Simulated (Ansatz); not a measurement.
# B2H2 (singlet): from Hartree-Fock to the top rungs at distance B1–H3 = 1.082 Å, 6-31G

Aim: climb from Hartree-Fock through coupled cluster and multireference methods for B2H2 (singlet) at one geometry and basis, and see what each rung misses.

Method: 6-31G, core rule «outside noble gas», up to 2 orbitals frozen; program: Ansatz 0.2.0, Gaussian basis.

To be run: UHF; CCSD(T) on RHF; CCSD(T) on UHF; BCCD(T) on RHF; CISD; CCSDT(Q) on RHF; CCSDT(Q) on UHF; CISDTQ; CCSDTQ on RHF; CASSCF and MRCISD+Q, 2 electrons in 2 orbitals; CASSCF and NEVPT2, 2 electrons in 2 orbitals; CASSCF and MRCISD+Q, 8 electrons in 10 orbitals; CASSCF and NEVPT4(SD), 8 electrons in 10 orbitals; CASSCF and NEVPT2, 8 electrons in 10 orbitals; Full CI.

15 further runs of the same task are left out: 10 that didn't finish, 5 set aside as unsound or not needed.

## (1) The system

The geometry derives from a PBE0/def2-TZVP stationary point (not a proven minimum). One bond is set to the value named and the two fragments are kept rigid.

4 atoms, charge 0, spin multiplicity 1.

Atoms are counted from 1 here; the program's logs count them from 0.

Bond lengths: B1–B2 1.525 Å, B1–H3 1.082 Å, B2–H4 1.176 Å. Angles: B2–B1–H3 180.0°, B1–B2–H4 180.0°.

## (2) UHF

File in.yaml:

```yaml
crystal:
  periodic: [false, false, false]
  atoms:
    - {symbol: B, position_ang: [0.000000, 0.000000, 0.785954]}
    - {symbol: B, position_ang: [0.000000, 0.000000, -0.739086]}
    - {symbol: H, position_ang: [0.000000, 0.000000, 1.867954]}
    - {symbol: H, position_ang: [0.000000, 0.000000, -1.914820]}
basis:
  gaussian: {orbitals: 6-31G}
magnetization: {spin_polarized: true, initial_magnetization: 0}
hamiltonian: {xc: hf}
output: {orbitals: {seedname: orbitals}}
```

Started as:

```console
ansatz run in.yaml --threads 1 --pin off --events-out ev --progress --plain --max-ram 2393MiB
```

After this run come: CCSD(T) on RHF; CCSD(T) on UHF; BCCD(T) on RHF; CISD; CCSDT(Q) on RHF; CCSDT(Q) on UHF; CISDTQ; CCSDTQ on RHF; CASSCF and MRCISD+Q, 2 electrons in 2 orbitals; CASSCF and NEVPT2, 2 electrons in 2 orbitals; CASSCF and MRCISD+Q, 8 electrons in 10 orbitals; CASSCF and NEVPT4(SD), 8 electrons in 10 orbitals; CASSCF and NEVPT2, 8 electrons in 10 orbitals; Full CI.

Before running them: what should the planned runs give, taken together? Wanted: FCI below the RHF energy; RMP2 from FCI; RCCSD from FCI; RCCSD(T) from FCI; RCCSDT(Q) from FCI; NEVPT2 valence from FCI; NEVPT4(SD) valence from FCI; MRCISD+Q valence from FCI; T1 diagnostic.

**Answer**, as computed:

| quantity | value |
| --- | --- |
| FCI below the RHF energy | -3.3912 eV |
| RMP2 from FCI | +975.7 meV |
| RCCSD from FCI | +216.3 meV |
| RCCSD(T) from FCI | +127.9 meV |
| RCCSDT(Q) from FCI | -4.2 meV |
| NEVPT2 valence from FCI | +244.1 meV |
| NEVPT4(SD) valence from FCI | +38.8 meV |
| MRCISD+Q valence from FCI | +4.7 meV |
| levels within 1 kcal/mol (43 meV) | RCCSDT, CISDTQ, RCCSDT(Q), RCCSDTQ, NEVPT4(SD) valence, MRCISD valence, MRCISD+Q valence |
| T1 diagnostic | 0.011 |
| effectively unpaired electrons | 2.02 |

What this shows: RCCSD(T) lands +127.9 meV from the yardstick (3.8 % of the correlation energy). RCCSDT(Q) falls below full CI, which methods that aren't variational can do. The occupations show strong static correlation (2.0 unpaired electrons where one determinant has 0). Coupled cluster on one determinant still stays close here. Of the multireference levels listed MRCISD+Q valence comes nearest in total energy (+4.7 meV), which doesn't show that its space is the better one. These misses are within one basis, not against nature.
